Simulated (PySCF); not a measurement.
## Mg2: frontier orbitals

r²SCAN at R = 3.599 Å; Mg 6-31G(d,p); no relativity (PySCF 2.14). State: ¹Σg⁺ (singlet), closed shell. Only the outer orbitals are listed.

| orbital | occ. | ε (eV) | main shells (%) |
| --- | --- | --- | --- |
| πg | 2 | -48.26 | 100 p |
| πg | 2 | -48.26 | 100 p |
| πu | 2 | -48.26 | 100 p |
| πu | 2 | -48.26 | 100 p |
| σg | 2 | -48.24 | 100 p |
| σu | 2 | -48.24 | 100 p |
| σg | 2 | -5.60 | 95 s |
| σu | 2 | -4.25 | 95 s |
| σg | 0 | -1.81 | 94 p |
| πu | 0 | -1.71 | 99 p |
| πu | 0 | -1.71 | 99 p |

Problem. Which are the highest filled and the lowest empty level, where do they sit, and how wide is the gap?

Solution. Highest filled σu at -4.25 eV (in %: 95 s); lowest empty σg at -1.81 eV (in %: 94 p); the gap at r²SCAN is 2.44 eV.

```
bond order (Mayer) : 0.34
⟨S²⟩               : 0.000
```

Closed-shell solutions of metal pairs were not tested for spin polarisation, which can lower them a little.
